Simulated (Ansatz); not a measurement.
Basis-set extrapolation for C$_{4}$H$_{3}$Cl (`C=C1C=C1Cl`) (PBE0-D4/def2-TZVP geometry, frozen core, Ansatz). Multiplicity 1, RHF reference.

```tsv
	def2-TZVPP	def2-QZVPP
HF	-612.656225	-612.675295
MP2 correlation	-0.805361	-0.864245
CCSD(T) correlation	-0.879601	not run
```

Energies in hartree. Use E(X) = E(∞) + A·exp(−7.88·√X) for Hartree–Fock and E(X) = E(∞) + B·X^(−2.97) for correlation, with X = 3 and 4, and add CCSD(T) minus MP2 of the smaller set to the MP2 limit.

Problem. What is the CCSD(T) energy at the basis-set limit?

Solution. HF limit: -612.675295 + (-0.019070) × 0.13774 = -612.67792. MP2 limit: -0.864245 + (-0.058884) × 0.74074 = -0.90786. Higher-order term: -0.879601 − (-0.805361) = -0.07424. Total: -613.66002 hartree, 326.1 kJ/mol below CCSD(T)/def2-TZVPP.
